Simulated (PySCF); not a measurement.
## Relative stability

The two ends of one reaction step of SiH$_{5}$F, closed shell (PBE0-D4/def2-TZVP).

A:

| atom | x (Å) | y (Å) | z (Å) |
| --- | --- | --- | --- |
| Si1 | -0.6434 | 0.7580 | 0.4610 |
| H2 | 1.3925 | -2.1236 | -1.7982 |
| H3 | -0.8753 | 0.6102 | -0.9949 |
| H4 | -1.8957 | 0.5218 | 1.2169 |
| H5 | -0.0911 | 2.0976 | 0.7699 |
| H6 | 1.2891 | -1.8461 | -1.1130 |
| F7 | 0.4295 | -0.3421 | 0.9118 |

B:

```xyz
7
angstrom
Si -0.5746 0.4201 -0.5630
H 0.4572 -0.6617 -0.5629
H -1.1062 0.5259 -1.9428
H -1.6512 0.0486 0.3845
H 0.0686 1.6902 -0.1526
H 1.2632 -0.9974 0.9949
F 1.5383 -0.9973 1.8785
```

Computed with PySCF 2.14 with density fitting (its default auxiliary sets; JK sets also for MP2 and CCSD(T)) (basis: def2-TZVPP); correlated methods freeze the cores. B3LYP uses VWN-RPA correlation.

**Question.** Which structure is lower at CCSD(T), and by how much? (Judge from chemistry; the value comes from the calculation.)

**Answer.** By the calculation: A, by 1.025 eV (electronic energy, against the other). By their contacts, A is a complex of SiH₃F ([F][SiH3]) + H₂ and B is a complex of SiH₄ + HF.

All methods give the same order:

| method | E(B) − E(A) (eV) |
| --- | --- |
| SPW92 | 0.855 |
| PBE-D4 | 0.935 |
| r2SCAN-D4 | 1.079 |
| PBE0-D4 | 0.946 |
| B3LYP-D4 | 1.056 |
| BHLYP-D4 | 1.090 |
| wB97M-V | 1.059 |
| HF | 1.145 |
| MP2 | 1.086 |
| CCSD | 1.027 |
| CCSD(T) | 1.025 |

No T1 diagnostic of these runs exceeds 0.011.

Labels in which every atom is bracketed show which atoms are joined, not bond orders.

For scale, one of the runs: CCSD(T)/def2-TZVPP, 143 basis functions, launched by `OMP_NUM_THREADS=4 python run.py`. Hardware: 4 CPU threads of an Arm Neoverse N1, shared host. Wall time 88 s; peak host memory 0.78 GiB.
